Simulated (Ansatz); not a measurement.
`F[C@H]1C[C@H](F)C1`, 12 atoms. Charge 0, multiplicity 1. All runs use 4 threads of an Arm Neoverse V2 on a shared host. Correlated methods freeze the cores.

Question: Give the basis size and wall time and peak host memory of each of these runs in Ansatz. RKS PBE0-D4/def2-TZVP relaxation (8 steps); RKS PBE-QIDH (frozen core)/def2-TZVPP energy; RKS BLYP-D4/def2-TZVPP energy; RKS PBE0-D4/def2-QZVPP energy; RHF-CCSD(T)/def2-TZVPP energy; RKS ωB97M-V/def2-TZVPP energy and forces; RHF-MP2/def2-QZVPP energy; RKS r2SCAN0-D4/def2-TZVPP energy; RKS PBE0-D4/def2-SVP energy; RKS ωB97M-V/def2-QZVPP energy; RHF-CCSD(T)/def2-SVP energy; direct RPA on PBE orbitals/def2-TZVPP energy. (Best estimate.)

Answer: Computed: Other jobs shared the machine, so times are rough.

```csv
level,job,functions,wall time,peak host memory (GiB)
RKS PBE0-D4/def2-SVP,energy,114,0.95 s,0.25
RKS BLYP-D4/def2-TZVPP,energy,270,2 s,0.35
RHF-CCSD(T)/def2-SVP,energy,114,3.4 s,0.53
RKS r2SCAN0-D4/def2-TZVPP,energy,270,4.5 s,0.69
RKS PBE-QIDH (frozen core)/def2-TZVPP,energy,270,5.5 s,0.82
direct RPA on PBE orbitals/def2-TZVPP,energy,270,5.5 s,0.77
RKS PBE0-D4/def2-QZVPP,energy,522,7.5 s,1.9
RKS ωB97M-V/def2-TZVPP,energy and forces,270,9.5 s,1
RKS ωB97M-V/def2-QZVPP,energy,522,16 s,2.3
RHF-MP2/def2-QZVPP,energy,522,25 s,4.1
RKS PBE0-D4/def2-TZVP,relaxation (8 steps),222,25 s,0.59
RHF-CCSD(T)/def2-TZVPP,energy,270,78 s,4.9
```
